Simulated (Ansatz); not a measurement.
Caesium, bcc: convergence with Fermi-Dirac smearing

Computed with Ansatz, LDA, scalar-relativistic PAW, on the relaxed cell (a = 5.768 Å; spin not included). Errors count from a run at 420 eV on a Γ-centred 13×13×13 mesh with Fermi-Dirac smearing of 0.1 eV, extrapolated to zero width. Fixed here: cutoff 420 eV, mesh 8×8×8. The SCF starts from atomic densities corrected by a trained network.

```json
{"width (eV)": "0.01", "E(σ→0) error (meV/atom)": "8.0", "F error (meV/atom)": "7.3", "P (GPa)": "-0.01", "SCF iterations": "6"}
{"width (eV)": "0.03", "E(σ→0) error (meV/atom)": "7.0", "F error (meV/atom)": "3.7", "P (GPa)": "-0.01", "SCF iterations": "6"}
{"width (eV)": "0.1", "E(σ→0) error (meV/atom)": "2.5", "F error (meV/atom)": "-18.9", "P (GPa)": "-0.01", "SCF iterations": "6"}
{"width (eV)": "0.3", "E(σ→0) error (meV/atom)": "-5.3", "F error (meV/atom)": "-171.9", "P (GPa)": "-0.01", "SCF iterations": "6"}
{"width (eV)": "0.6", "E(σ→0) error (meV/atom)": "-54.9", "F error (meV/atom)": "-641.4", "P (GPa)": "0.07", "SCF iterations": "6"}
{"width (eV)": "1.0", "E(σ→0) error (meV/atom)": "-253.1", "F error (meV/atom)": "-1570.6", "P (GPa)": "0.35", "SCF iterations": "6"}
```

Problem. What does the run at 0.2 give (width)?

Solution. E(σ→0) error (meV/atom): -2.0; F error (meV/atom): -78.2; P (GPa): -0.01; SCF iterations: 6.
